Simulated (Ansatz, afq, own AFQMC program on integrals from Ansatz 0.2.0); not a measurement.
# Atomization energy of CH$_{2}$Si, singlet

```xyz
4

Si    0.0000    0.0000    0.5957
C     0.0000    0.0000   -1.1063
H     0.0000   -0.9093   -1.7078
H     0.0000    0.9093   -1.7078
```

Connectivity, by distances: Si–CH2.

Atoms in their ground-state spins without spin–orbit coupling (mostly on UHF) minus the molecule (RHF), without zero-point energy. The geometry is a stationary point, not shown to be a minimum.

Basis cc-pVDZ. Only valence electrons are correlated. Integrals, coupled cluster, full CI and functionals: Ansatz 0.2.0; the random walks run on the same integrals in our own AFQMC program. The CISD trial takes its coefficients from CCSD amplitudes. Released means that phaseless walkers are propagated on without the constraint, phases kept. Uncertainties: one standard error, sampling alone. The errors of all members are added in quadrature.

No full CI on the walks' own integrals is used here; CCSDT(Q) serves as the reference and is uncertain by about the last step of the cluster series. Each member takes its own surest rung, up to full CI.

The best estimate is CCSD(T) at the basis-set limit (CBS: def2-TZVPP and def2-QZVPP, with their diffuse functions for anions and beside diffuse sets, CCSD(T) itself extrapolated) plus the step from CCSD(T) to CCSDT(Q) in cc-pVDZ. Rows without CBS are in cc-pVDZ, the functionals in def2-TZVP; B2PLYP and the wave-function rows carry a basis error of their own. Core correlation and relativity beyond core potentials are missing, and ± holds the sampling alone.

Cautions: CH₂Si (singlet): restricted determinant unstable towards unrestricted (UHF 43 meV lower, ⟨S²⟩ 0.25); other spins of the molecule weren't checked.

| level | atomization energy (eV) |
| --- | --- |
| PBE0 | 13.590 |
| r2SCAN | 13.617 |
| B3LYP | 13.630 |

**Question.** From these cheaper values, estimate the atomization energy at the level of the best estimate.

**Answer.** 13.731 eV (best estimate, highest rung CCSDT(Q)).

```json
{"level": "HF", "atomization energy (eV)": "9.278", "error against the best estimate (eV)": "-4.453"}
{"level": "MP2", "atomization energy (eV)": "12.510", "error against the best estimate (eV)": "-1.221"}
{"level": "CCSD", "atomization energy (eV)": "12.218", "error against the best estimate (eV)": "-1.513"}
{"level": "CCSD(T)", "atomization energy (eV)": "12.426", "error against the best estimate (eV)": "-1.305"}
{"level": "CCSDT", "atomization energy (eV)": "12.432", "error against the best estimate (eV)": "-1.299"}
{"level": "CCSDT(Q)", "atomization energy (eV)": "12.453", "error against the best estimate (eV)": "-1.278"}
{"level": "ph-AFQMC/CISD", "atomization energy (eV)": "12.458 ± 0.020", "error against the best estimate (eV)": "-1.273 ± 0.020"}
{"level": "released AFQMC", "atomization energy (eV)": "12.469 ± 0.016", "error against the best estimate (eV)": "-1.262 ± 0.016"}
{"level": "HF/CBS", "atomization energy (eV)": "9.673", "error against the best estimate (eV)": "-4.058"}
{"level": "MP2/CBS", "atomization energy (eV)": "13.811", "error against the best estimate (eV)": "0.080"}
{"level": "CCSD(T)/CBS", "atomization energy (eV)": "13.705", "error against the best estimate (eV)": "-0.026"}
{"level": "PBE", "atomization energy (eV)": "13.901", "error against the best estimate (eV)": "0.170"}
{"level": "wB97M-V", "atomization energy (eV)": "13.800", "error against the best estimate (eV)": "0.069"}
{"level": "B2PLYP", "atomization energy (eV)": "13.517", "error against the best estimate (eV)": "-0.214"}
```

Correlation beyond CCSD(T) adds 0.026 eV. Going to the basis-set limit adds 1.279 eV at CCSD(T). The perturbative (T) step is worth +0.208 eV. The functionals spread over 0.384 eV; wB97M-V and B3LYP come nearest and B2PLYP is 0.214 eV too low.

Best estimates are given only where the step beyond CCSD(T) is under 0.3 eV and no member's determinant is very poor (T1 over 0.05, or 0.07 for open shells, ⟨S²⟩ too high by 0.3, two states mixed), so the hardest cases are missing from such tables.

The functionals ran in a triple-zeta set and keep a basis error of their own, a few kJ/mol for each bond in atomization energies and more for double hybrids, so close places among them and the extrapolated levels can swap.

CCSDT and higher add their correlation energy to the determinant of the CCSD(T) run, since their own runs factorise the integrals more tightly (a shift of under 2 meV). Each member of a difference takes its own highest rung, so a best estimate needn't equal the limit plus the step of one row. A walk keeps the symmetry of its determinant, which the program's search chose and which needn't be the lowest solution, so a lower state of the same spin and another symmetry isn't excluded. Released energies are given only where the last usable release times agree within the noise; a slower fall can still hide under it.
